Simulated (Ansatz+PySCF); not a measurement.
Two shapes of doublet C2H2N.

Shape 1:

```xyz
5

C     0.0000    0.0000   -0.8006
N     0.0000    0.0000   -2.0192
C     0.0000    0.0000    0.5777
H     0.0000   -0.9352    1.1210
H     0.0000    0.9352    1.1210
```

Shape 2:

```xyz
5

C     0.0000    0.0000   -0.8005
N     0.0000    0.0000   -1.9691
C     0.0000    0.0000    0.5778
H     0.0000   -0.8920    1.0959
H     0.0000    0.8920    1.0959
```

Basis set: cc-pVTZ (spherical functions). Left uncorrelated: 3 orbitals. Correlation on ROHF uses semicanonical orbitals with singles. Charge 0, multiplicity 2.

Computed with Ansatz (development build ahead of 0.2.0) and PySCF 2.14.0; each method stands on the lowest determinant of its kind that the runs found.

(1) Which shape is lower in energy, and by how much in each method?

## Answers

(1)

```csv
method,E(2) − E(1) (eV)
ROHF,-0.307
UHF,-0.114
ROHF-MP2,0.043
UHF-MP2,-0.290
ROHF-CCSD(T),0.012
```

The methods disagree on the order. Caution for ROHF, ROHF-MP2, ROHF-CCSD(T): an unrestricted determinant lies well below. Caution for UHF, UHF-MP2: the unrestricted determinant is spin contaminated. Caution for ROHF-MP2, UHF-MP2: forces differ strongly between restricted and unrestricted references.
